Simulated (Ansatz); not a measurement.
System: rutile CrO2. Method: BLYP in Ansatz (PAW).

Run with plane-wave cutoff 520 eV, 12×12×18 k mesh (along the axes of the cell as run), Fermi–Dirac smearing 0.05 eV, spin-polarised with parallel moments, scalar-relativistic PAW data made under PBE.

Properties against volume:

Shape and atoms are relaxed at each volume.

```json
[
 {"V (Å³/atom)": "9.502", "P (GPa)": "9.71", "c (Å)": "2.918", "a (Å)": "4.420"},
 {"V (Å³/atom)": "9.700", "P (GPa)": "4.56", "c (Å)": "2.933", "a (Å)": "4.455"},
 {"V (Å³/atom)": "9.898", "P (GPa)": "0.00", "c (Å)": "2.947", "a (Å)": "4.489"},
 {"V (Å³/atom)": "10.096", "P (GPa)": "-4.02", "c (Å)": "2.959", "a (Å)": "4.525"},
 {"V (Å³/atom)": "10.294", "P (GPa)": "-7.56", "c (Å)": "2.970", "a (Å)": "4.560"}
]
```

Note: the bulk modulus comes from volumes at which shape and atoms were relaxed.

Ansatz is a first-principles code.
